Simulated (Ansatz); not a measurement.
A nudged elastic band was laid between two geometries of H$_{4}$Si (5 atoms, charge 0, multiplicity 1).

All numbers below come from Ansatz 0.2.0, RKS B3LYP-D4/def2-SVP.

```yaml
movable_images: 5
climbing_image: yes
spring: 5.0 eV/Å²
optimiser: quadratic models (default)
start_path: through a guess of the saddle point
force_threshold: 0.05 eV/Å
iteration_limit: 60
end_points: relaxed
```

First end point:

```xyz
5
Properties=species:S:1:pos:R:3
Si 0.241 0.000 0.171
H 0.241 0.000 1.661
H 1.647 0.000 -0.326
H -0.461 1.217 -0.326
H -0.461 -1.217 -0.326
```

Last end point:

```xyz
5
Properties=species:S:1:pos:R:3
Si -0.606 0.000 0.448
H 1.053 0.000 1.118
H 1.279 0.000 0.328
H -0.260 1.124 -0.520
H -0.260 -1.124 -0.520
```

(1) What changes between the two ends?

(2) What energy profile does the band end with?

(3) What is the geometry of the highest image?

(4) What are the harmonic wavenumbers there?

Results:

(1) Bonds formed: H2–H3. H4Si becomes H2 + H2Si.

(2) The run converged. The highest image is number 5 of 0 to 6, 2.52 eV above the first end and 0.23 eV above the last; the last end lies 2.29 eV above the first. A vibrational analysis at the climbing image gives one clearly imaginary mode, 1125i cm⁻¹: a first-order saddle point.

```
image  path coordinate (Å)  energy (eV)  H2–H3 (Å)
    0                 0.00         0.00       2.43
    1                 0.26         0.17       2.18
    2                 0.51         0.70       1.92
    3                 0.77         1.50       1.66
    4                 1.03         2.24       1.40
    5                 1.29         2.52       1.13
    6                 1.67         2.29       0.82
```

(3) 
```xyz
5
Properties=species:S:1:pos:R:3
Si -0.376 0.000 0.386
H 0.898 0.000 1.248
H 1.277 0.000 0.179
H -0.296 1.218 -0.479
H -0.296 -1.218 -0.479
```

(4) 1125i, 746, 748, 977, 1031, 1667, 2101, 2194, 2215 cm⁻¹.

Run time: 48 s on 1 thread of AMD EPYC 7R43 64-Core Processor (Zen 3), with other jobs on the host, peak memory 0.1 GiB.
